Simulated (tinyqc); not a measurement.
Inside a calculation (part 1 of 3). Method: RHF in the sto-3g basis, for BH3, spin multiplicity 1. Computed by tinyqc, a small Python program that keeps every step (integrals from PySCF). Settings: charge = 0, multiplicity = 1, basis = sto-3g, energy threshold = 1e-09, iteration cap = 70, orthogonalisation = canonical, start = Wolfsberg-Helmholz matrix, DIIS depth = 3, method = RHF. Command: `OMP_NUM_THREADS=1 python tinyqc.py 24035 24036 out.jsonl` (the two numbers bound the seeds that draw the settings). One thread of a shared host (Intel(R) Xeon(R) Processor @ 2.60GHz), about 0.06 s of CPU time with the checks. Later iterations appear only in the table of the cycle.

## One-electron integrals

Geometry (angstrom):
```
atom          x          y         z
B      0.000000   0.000000  0.015000
H      1.418000   0.000000  0.000000
H     -0.709000   1.228000  0.000000
H     -0.709000  -1.228000  0.000000
```

Basis sto-3g: exponents (1/bohr^2) and contraction coefficients of normalised primitives:
```
element  l (shell)   exponent  coefficient
B            s (1)  48.791113     0.154329
B            s (1)   8.887362     0.535328
B            s (1)   2.405267     0.444635
B            s (2)   2.236956    -0.099967
B            s (2)   0.519821     0.399513
B            s (2)   0.169062     0.700115
B            p (3)   2.236956     0.155916
B            p (3)   0.519821     0.607684
B            p (3)   0.169062     0.391957
H            s (1)   3.425251     0.154329
H            s (1)   0.623914     0.535328
H            s (1)   0.168855     0.444635
```

Overlap, kinetic and nuclear-attraction integrals over the contracted functions; the nuclear repulsion is the sum of Za Zb / Rab.

nuclear repulsion = 6.24390867 hartree

overlap S:
```
           1B 1s     1B 2s     1B 2px     1B 2py     1B 2pz      2H 1s      3H 1s      4H 1s
1B 1s   1.000000  0.269328   0.000000   0.000000   0.000000   0.039757   0.039759   0.039759
1B 2s   0.269328  1.000000   0.000000   0.000000   0.000000   0.365345   0.365355   0.365355
1B 2px  0.000000  0.000000   1.000000   0.000000   0.000000   0.404878  -0.202446  -0.202446
1B 2py  0.000000  0.000000   0.000000   1.000000   0.000000   0.000000   0.350640  -0.350640
1B 2pz  0.000000  0.000000   0.000000   0.000000   1.000000  -0.004283  -0.004283  -0.004283
2H 1s   0.039757  0.365345   0.404878   0.000000  -0.004283   1.000000   0.053751   0.053751
3H 1s   0.039759  0.365355  -0.202446   0.350640  -0.004283   0.053751   1.000000   0.053755
4H 1s   0.039759  0.365355  -0.202446  -0.350640  -0.004283   0.053751   0.053755   1.000000
```

kinetic energy T (hartree):
```
            1B 1s      1B 2s     1B 2px     1B 2py     1B 2pz      2H 1s      3H 1s      4H 1s
1B 1s   10.826302  -0.047967   0.000000   0.000000   0.000000  -0.011560  -0.011561  -0.011561
1B 2s   -0.047967   0.359168   0.000000   0.000000   0.000000   0.041825   0.041828   0.041828
1B 2px   0.000000   0.000000   1.123881   0.000000   0.000000   0.131347  -0.065678  -0.065678
1B 2py   0.000000   0.000000   0.000000   1.123881   0.000000   0.000000   0.113756  -0.113756
1B 2pz   0.000000   0.000000   0.000000   0.000000   1.123881  -0.001389  -0.001390  -0.001390
2H 1s   -0.011560   0.041825   0.131347   0.000000  -0.001389   0.760032  -0.010908  -0.010908
3H 1s   -0.011561   0.041828  -0.065678   0.113756  -0.001390  -0.010908   0.760032  -0.010908
4H 1s   -0.011561   0.041828  -0.065678  -0.113756  -0.001390  -0.010908  -0.010908   0.760032
```

nuclear attraction V (hartree):
```
             1B 1s      1B 2s     1B 2px     1B 2py     1B 2pz      2H 1s      3H 1s      4H 1s
1B 1s   -24.266893  -3.440876   0.000001   0.000000   0.000415  -0.509417  -0.509441  -0.509441
1B 2s    -3.440876  -4.875173   0.000005   0.000000   0.003942  -1.474131  -1.474178  -1.474178
1B 2px    0.000001   0.000005  -4.887053   0.000000   0.000000  -1.530934   0.765500   0.765500
1B 2py    0.000000   0.000000   0.000000  -4.887053   0.000000   0.000000  -1.325857   1.325857
1B 2pz    0.000415   0.003942   0.000000   0.000000  -4.758615   0.016782   0.016783   0.016783
2H 1s    -0.509417  -1.474131  -1.530934   0.000000   0.016782  -3.512650  -0.206947  -0.206947
3H 1s    -0.509441  -1.474178   0.765500  -1.325857   0.016783  -0.206947  -3.512680  -0.206961
4H 1s    -0.509441  -1.474178   0.765500   1.325857   0.016783  -0.206947  -0.206961  -3.512680
```

core Hamiltonian H = T + V (hartree):
```
             1B 1s      1B 2s     1B 2px     1B 2py     1B 2pz      2H 1s      3H 1s      4H 1s
1B 1s   -13.440591  -3.488843   0.000001   0.000000   0.000415  -0.520977  -0.521002  -0.521002
1B 2s    -3.488843  -4.516005   0.000005   0.000000   0.003942  -1.432306  -1.432350  -1.432350
1B 2px    0.000001   0.000005  -3.763172   0.000000   0.000000  -1.399587   0.699822   0.699822
1B 2py    0.000000   0.000000   0.000000  -3.763173   0.000000   0.000000  -1.212101   1.212101
1B 2pz    0.000415   0.003942   0.000000   0.000000  -3.634734   0.015392   0.015393   0.015393
2H 1s    -0.520977  -1.432306  -1.399587   0.000000   0.015392  -2.752619  -0.217855  -0.217855
3H 1s    -0.521002  -1.432350   0.699822  -1.212101   0.015393  -0.217855  -2.752648  -0.217869
4H 1s    -0.521002  -1.432350   0.699822   1.212101   0.015393  -0.217855  -0.217869  -2.752648
```

## Two-electron integrals

Functions are numbered as in S; the eight-fold symmetry (ij|kl) = (ji|kl) = (kl|ij) leaves the list below.

Two-electron integrals (ij|kl) in chemists' order, unique and non-zero (hartree):
```
(11|11) 2.923513    (21|11) 0.518376    (21|21) 0.109262    (22|11) 0.744229
(22|21) 0.193177    (22|22) 0.544804    (31|31) 0.020264    (32|31) 0.029996
(32|32) 0.120346    (33|11) 0.742491    (33|21) 0.193240    (33|22) 0.544682
(33|33) 0.586773    (41|41) 0.020264    (42|41) 0.029996    (42|42) 0.120346
(43|43) 0.031630    (44|11) 0.742491    (44|21) 0.193240    (44|22) 0.544682
(44|33) 0.523513    (44|44) 0.586773    (51|51) 0.020264    (52|51) 0.029996
(52|52) 0.120346    (53|53) 0.031630    (54|54) 0.031630    (55|11) 0.742491
(55|21) 0.193240    (55|22) 0.544682    (55|33) 0.523513    (55|44) 0.523513
(55|55) 0.586773    (61|11) 0.076101    (61|21) 0.015994    (61|22) 0.028408
(61|31) 0.001128    (61|32) 0.002099    (61|33) 0.028685    (61|44) 0.028277
(61|51) -0.000012   (61|52) -0.000022   (61|53) -4.32e-06   (61|55) 0.028277
(61|61) 0.002412    (62|11) 0.201529    (62|21) 0.053227    (62|22) 0.167500
(62|31) 0.005822    (62|32) 0.036987    (62|33) 0.177233    (62|44) 0.162551
(62|51) -0.000062   (62|52) -0.000391   (62|53) -0.000155   (62|55) 0.162552
(62|61) 0.008320    (62|62) 0.074200    (63|11) 0.196048    (63|21) 0.052429
(63|22) 0.174057    (63|31) 0.009938    (63|32) 0.058994    (63|33) 0.192123
(63|44) 0.164927    (63|51) -0.000052   (63|52) -0.000367   (63|53) -0.000217
(63|55) 0.164929    (63|61) 0.008546    (63|62) 0.089978    (63|63) 0.114556
(64|41) 0.005065    (64|42) 0.024314    (64|43) 0.006712    (64|54) -0.000071
(64|64) 0.007665    (65|11) -0.002074   (65|21) -0.000555   (65|22) -0.001841
(65|31) -0.000052   (65|32) -0.000367   (65|33) -0.001890   (65|44) -0.001745
(65|51) 0.005066    (65|52) 0.024318    (65|53) 0.006714    (65|55) -0.001887
(65|61) -0.000090   (65|62) -0.000952   (65|63) -0.001131   (65|65) 0.007677
(66|11) 0.370787    (66|21) 0.099684    (66|22) 0.356090    (66|31) 0.012390
(66|32) 0.106505    (66|33) 0.396466    (66|44) 0.335657    (66|51) -0.000131
(66|52) -0.001127   (66|53) -0.000643   (66|55) 0.335663    (66|61) 0.015798
(66|62) 0.208092    (66|63) 0.272978    (66|65) -0.002888   (66|66) 0.774606
(71|11) 0.076105    (71|21) 0.015995    (71|22) 0.028409    (71|31) -0.000564
(71|32) -0.001050   (71|33) 0.028380    (71|41) 0.000977    (71|42) 0.001818
(71|43) -0.000177   (71|44) 0.028584    (71|51) -0.000012   (71|52) -0.000022
(71|53) 2.16e-06    (71|54) -3.74e-06   (71|55) 0.028278    (71|61) 0.002308
(71|62) 0.007618    (71|63) 0.007356    (71|64) 0.000290    (71|65) -0.000083
(71|66) 0.014220    (71|71) 0.002412    (72|11) 0.201535    (72|21) 0.053229
(72|22) 0.167505    (72|31) -0.002911   (72|32) -0.018494   (72|33) 0.166226
(72|41) 0.005042    (72|42) 0.032032    (72|43) -0.006358   (72|44) 0.173567
(72|51) -0.000062   (72|52) -0.000391   (72|53) 0.000078    (72|54) -0.000135
(72|55) 0.162557    (72|61) 0.007618    (72|62) 0.046936    (72|63) 0.046098
(72|64) 0.005539    (72|65) -0.000589   (72|66) 0.098811    (72|71) 0.008320
(72|72) 0.074204    (73|11) -0.098028   (73|21) -0.026216   (73|22) -0.087032
(73|31) 0.006284    (73|32) 0.032986    (73|33) -0.090901   (73|41) -0.002110
(73|42) -0.015017   (73|43) 0.008795    (73|44) -0.087632   (73|51) 0.000026
(73|52) 0.000183    (73|53) -0.000107   (73|54) 0.000063    (73|55) -0.082468
(73|61) -0.003427   (73|62) -0.018253   (73|63) -0.014541   (73|64) -0.001475
(73|65) 0.000227    (73|66) -0.035213   (73|71) -0.004273   (73|72) -0.044992
(73|73) 0.034390    (74|11) 0.169786    (74|21) 0.045406    (74|22) 0.150741
(74|31) -0.002110   (74|32) -0.015017   (74|33) 0.145816    (74|41) 0.008720
(74|42) 0.050326    (74|43) -0.008521   (74|44) 0.163405    (74|51) -0.000045
(74|52) -0.000318   (74|53) 0.000063    (74|54) -0.000180   (74|55) 0.142835
(74|61) 0.006515    (74|62) 0.042691    (74|63) 0.041925    (74|64) 0.008814
(74|65) -0.000526   (74|66) 0.090734    (74|71) 0.007402    (74|72) 0.077926
(74|73) -0.046287   (74|74) 0.087836    (75|11) -0.002074   (75|21) -0.000555
(75|22) -0.001841   (75|31) 0.000026    (75|32) 0.000183    (75|33) -0.001781
(75|41) -0.000045   (75|42) -0.000318   (75|43) 0.000063    (75|44) -0.001854
(75|51) 0.005066    (75|52) 0.024319    (75|53) -0.003357   (75|54) 0.005814
(75|55) -0.001887   (75|61) -0.000083   (75|62) -0.000589   (75|63) -0.000568
(75|64) -0.000066   (75|65) 0.004343    (75|66) -0.001290   (75|71) -0.000090
(75|72) -0.000952   (75|73) 0.000565    (75|74) -0.000979   (75|75) 0.007678
(76|11) 0.028434    (76|21) 0.007518    (76|22) 0.024018    (76|31) 0.000351
(76|32) 0.002274    (76|33) 0.024217    (76|41) 0.000608    (76|42) 0.003938
(76|43) 0.000258    (76|44) 0.024514    (76|51) -0.000015   (76|52) -0.000096
(76|53) -0.000014   (76|54) -0.000025   (76|55) 0.023300    (76|61) 0.001135
(76|62) 0.008920    (76|63) 0.010067    (76|64) 0.001007    (76|65) -0.000125
(76|66) 0.022350    (76|71) 0.001135    (76|72) 0.008921    (76|73) -0.004162
(76|74) 0.009222    (76|75) -0.000125   (76|76) 0.001399    (77|11) 0.370792
(77|21) 0.099685    (77|22) 0.356094    (77|31) -0.006195   (77|32) -0.053254
(77|33) 0.350863    (77|41) 0.010730    (77|42) 0.092237    (77|43) -0.026332
(77|44) 0.381268    (77|51) -0.000131   (77|52) -0.001127   (77|53) 0.000322
(77|54) -0.000557   (77|55) 0.335667    (77|61) 0.014219    (77|62) 0.098809
(77|63) 0.096183    (77|64) 0.014872    (77|65) -0.001290   (77|66) 0.215337
(77|71) 0.015799    (77|72) 0.208098    (77|73) -0.136494   (77|74) 0.236411
(77|75) -0.002888   (77|76) 0.022350    (77|77) 0.774606    (81|11) 0.076105
(81|21) 0.015995    (81|22) 0.028409    (81|31) -0.000564   (81|32) -0.001050
(81|33) 0.028380    (81|41) -0.000977   (81|42) -0.001818   (81|43) 0.000177
(81|44) 0.028584    (81|51) -0.000012   (81|52) -0.000022   (81|53) 2.16e-06
(81|54) 3.74e-06    (81|55) 0.028278    (81|61) 0.002308    (81|62) 0.007618
(81|63) 0.007356    (81|64) -0.000290   (81|65) -0.000083   (81|66) 0.014220
(81|71) 0.002308    (81|72) 0.007619    (81|73) -0.003929   (81|74) 0.006225
(81|75) -0.000083   (81|76) 0.001057    (81|77) 0.014220    (81|81) 0.002412
(82|11) 0.201535    (82|21) 0.053229    (82|22) 0.167505    (82|31) -0.002911
(82|32) -0.018494   (82|33) 0.166226    (82|41) -0.005042   (82|42) -0.032032
(82|43) 0.006358    (82|44) 0.173567    (82|51) -0.000062   (82|52) -0.000391
(82|53) 0.000078    (82|54) 0.000135    (82|55) 0.162557    (82|61) 0.007618
(82|62) 0.046936    (82|63) 0.046098    (82|64) -0.005539   (82|65) -0.000589
(82|66) 0.098811    (82|71) 0.007619    (82|72) 0.046938    (82|73) -0.027847
(82|74) 0.037154    (82|75) -0.000589   (82|76) 0.006281    (82|77) 0.098813
(82|81) 0.008320    (82|82) 0.074204    (83|11) -0.098028   (83|21) -0.026216
(83|22) -0.087032   (83|31) 0.006284    (83|32) 0.032986    (83|33) -0.090901
(83|41) 0.002110    (83|42) 0.015017    (83|43) -0.008795   (83|44) -0.087632
(83|51) 0.000026    (83|52) 0.000183    (83|53) -0.000107   (83|54) -0.000063
(83|55) -0.082468   (83|61) -0.003427   (83|62) -0.018253   (83|63) -0.014541
(83|64) 0.001475    (83|65) 0.000227    (83|66) -0.035213   (83|71) -0.003929
(83|72) -0.027847   (83|73) 0.020492    (83|74) -0.021701   (83|75) 0.000342
(83|76) -0.002978   (83|77) -0.060974   (83|81) -0.004273   (83|82) -0.044992
(83|83) 0.034390    (84|11) -0.169786   (84|21) -0.045406   (84|22) -0.150741
(84|31) 0.002110    (84|32) 0.015017    (84|33) -0.145816   (84|41) 0.008720
(84|42) 0.050326    (84|43) -0.008521   (84|44) -0.163405   (84|51) 0.000045
(84|52) 0.000318    (84|53) -0.000063   (84|54) -0.000180   (84|55) -0.142835
(84|61) -0.006515   (84|62) -0.042691   (84|63) -0.041925   (84|64) 0.008814
(84|65) 0.000526    (84|66) -0.090734   (84|71) -0.006225   (84|72) -0.037154
(84|73) 0.021701    (84|74) -0.026218   (84|75) 0.000459    (84|76) -0.005158
(84|77) -0.075862   (84|81) -0.007402   (84|82) -0.077926   (84|83) 0.046287
(84|84) 0.087836    (85|11) -0.002074   (85|21) -0.000555   (85|22) -0.001841
(85|31) 0.000026    (85|32) 0.000183    (85|33) -0.001781   (85|41) 0.000045
(85|42) 0.000318    (85|43) -0.000063   (85|44) -0.001854   (85|51) 0.005066
(85|52) 0.024319    (85|53) -0.003357   (85|54) -0.005814   (85|55) -0.001887
(85|61) -0.000083   (85|62) -0.000589   (85|63) -0.000568   (85|64) 0.000066
(85|65) 0.004343    (85|66) -0.001290   (85|71) -0.000083   (85|72) -0.000589
(85|73) 0.000342    (85|74) -0.000459   (85|75) 0.004343    (85|76) -0.000085
(85|77) -0.001290   (85|81) -0.000090   (85|82) -0.000952   (85|83) 0.000565
(85|84) 0.000979    (85|85) 0.007678    (86|11) 0.028434    (86|21) 0.007518
(86|22) 0.024018    (86|31) 0.000351    (86|32) 0.002274    (86|33) 0.024217
(86|41) -0.000608   (86|42) -0.003938   (86|43) -0.000258   (86|44) 0.024514
(86|51) -0.000015   (86|52) -0.000096   (86|53) -0.000014   (86|54) 0.000025
(86|55) 0.023300    (86|61) 0.001135    (86|62) 0.008920    (86|63) 0.010067
(86|64) -0.001007   (86|65) -0.000125   (86|66) 0.022350    (86|71) 0.001057
(86|72) 0.006281    (86|73) -0.002978   (86|74) 0.005158    (86|75) -0.000085
(86|76) 0.001041    (86|77) 0.013025    (86|81) 0.001135    (86|82) 0.008921
(86|83) -0.004162   (86|84) -0.009222   (86|85) -0.000125   (86|86) 0.001399
(87|11) 0.028436    (87|21) 0.007518    (87|22) 0.024020    (87|31) -0.000702
(87|32) -0.004548   (87|33) 0.024665    (87|44) 0.024069    (87|51) -0.000015
(87|52) -0.000096   (87|53) 0.000029    (87|55) 0.023301    (87|61) 0.001057
(87|62) 0.006281    (87|63) 0.005956    (87|65) -0.000085   (87|66) 0.013025
(87|71) 0.001135    (87|72) 0.008921    (87|73) -0.005906   (87|74) 0.008215
(87|75) -0.000125   (87|76) 0.001041    (87|77) 0.022352    (87|81) 0.001135
(87|82) 0.008921    (87|83) -0.005906   (87|84) -0.008215   (87|85) -0.000125
(87|86) 0.001041    (87|87) 0.001400    (88|11) 0.370792    (88|21) 0.099685
(88|22) 0.356094    (88|31) -0.006195   (88|32) -0.053254   (88|33) 0.350863
(88|41) -0.010730   (88|42) -0.092237   (88|43) 0.026332    (88|44) 0.381268
(88|51) -0.000131   (88|52) -0.001127   (88|53) 0.000322    (88|54) 0.000557
(88|55) 0.335667    (88|61) 0.014219    (88|62) 0.098809    (88|63) 0.096183
(88|64) -0.014872   (88|65) -0.001290   (88|66) 0.215337    (88|71) 0.014220
(88|72) 0.098813    (88|73) -0.060974   (88|74) 0.075862    (88|75) -0.001290
(88|76) 0.013025    (88|77) 0.215340    (88|81) 0.015799    (88|82) 0.208098
(88|83) -0.136494   (88|84) -0.236411   (88|85) -0.002888   (88|86) 0.022350
(88|87) 0.022352    (88|88) 0.774606
```

## Orthogonalisation

S = U s U^T; canonical form X = U s^(-1/2), so that X^T S X = 1. Each column of U has its largest component positive (the first on a tie).

eigenvalues of S: 0.378903  0.476516  0.476520  0.966613  1.000253  1.469730  1.469731  1.761735

X:
```
                1          2          3          4          5          6          7          8
1B 1s   -0.410975   0.000000  -0.000032   0.932553   0.079737   0.000000   0.000010   0.224793
1B 2s    1.205568   0.000000   0.000071  -0.014314   0.008751   0.000000   0.000017   0.504856
1B 2px  -0.000075   0.000000   0.996238   0.000001   0.000000   0.000000   0.598840  -0.000016
1B 2py   0.000000   0.996240   0.000000   0.000000   0.000000   0.598841   0.000000   0.000000
1B 2pz  -0.012044   0.000000  -0.000001  -0.088022   0.996073   0.000000   0.000000  -0.004987
2H 1s   -0.582104   0.000000  -0.858737  -0.228721  -0.019592   0.000000   0.463177   0.295614
3H 1s   -0.582199  -0.743664   0.429319  -0.228713  -0.019591   0.401115  -0.231576   0.295634
4H 1s   -0.582199   0.743664   0.429319  -0.228713  -0.019591  -0.401115  -0.231576   0.295634
```

Within a degenerate level the vectors are fixed only up to a rotation; this is one choice.

## Starting guess

The start is the generalised Wolfsberg-Helmholz matrix (K = 1.75) built on H; D = 2 C_occ C_occ^T.

D at the start:
```
            1B 1s      1B 2s     1B 2px     1B 2py     1B 2pz      2H 1s      3H 1s      4H 1s
1B 1s    2.042239  -0.171039  -0.000004   0.000000   0.003304  -0.165683  -0.165685  -0.165685
1B 2s   -0.171039   0.846114   0.000013   0.000000  -0.009290   0.345867   0.345868   0.345868
1B 2px  -0.000004   0.000013   1.120583   0.000000   0.000000   0.481873  -0.240934  -0.240934
1B 2py   0.000000   0.000000   0.000000   1.120574   0.000000   0.000000   0.417315  -0.417315
1B 2pz   0.003304  -0.009290   0.000000   0.000000   0.000103  -0.003865  -0.003865  -0.003865
2H 1s   -0.165683   0.345867   0.481873   0.000000  -0.003865   0.353159   0.042342   0.042342
3H 1s   -0.165685   0.345868  -0.240934   0.417315  -0.003865   0.042342   0.353168   0.042342
4H 1s   -0.165685   0.345868  -0.240934  -0.417315  -0.003865   0.042342   0.042342   0.353168
```
